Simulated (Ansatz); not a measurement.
Reaction (SMILES): O (H2O) → H2O+ (doublet, bonded as O) + e-
B3LYP-D3(BJ)/def2-TZVP geometries, fixed; electronic energies without zero-point terms.

Basis-set convergence of the adiabatic ionisation energy at PBE0 with Ansatz (a quantum-chemistry and plane-wave program). Cartesian d functions, on some or all atoms, in 6-31+G*, 6-31G**; all else is spherical. The program fits the integrals of some runs and decomposes those of others, by size. Open shells are unrestricted. No added dispersion term, no relativity. Functions are those of the species that has most. Reference: the value in aug-cc-pV5Z, 12.502 eV, itself unsure by roughly 0.001 eV (its mean distance from pcseg-4, aug-pcseg-3, aug-cc-pVQZ). Deviations are taken from unrounded values.

```
basis              functions  adiabatic ionisation energy (eV)  minus reference (eV)
-----------------  ---------  --------------------------------  --------------------
6-31G                     13                            12.131                -0.371
6-31+G*                   23                            12.438                -0.064
cc-pVDZ                   24                            12.080                -0.422
6-31G**                   25                            12.151                -0.351
cc-pVTZ                   58                            12.362                -0.140
pcseg-2                   58                            12.489                -0.013
6-311++G(3df,3pd)         75                            12.517                 0.015
aug-pcseg-2               92                            12.514                 0.013
pcseg-3                  126                            12.502                 0.001
```

The smallest set listed that lies within 0.1 eV of the reference with all its larger relatives (same family, alike in diffuse functions; a set with none counts only in the reference's own line) is 6-31+G* (23 functions, -0.064 eV off). (Relatives not listed, tested too: 6-311+G** 0.004, 6-311++G(2d,2p) 0.010, aug-pcseg-3 0.003, pcseg-4 0.001 eV.)
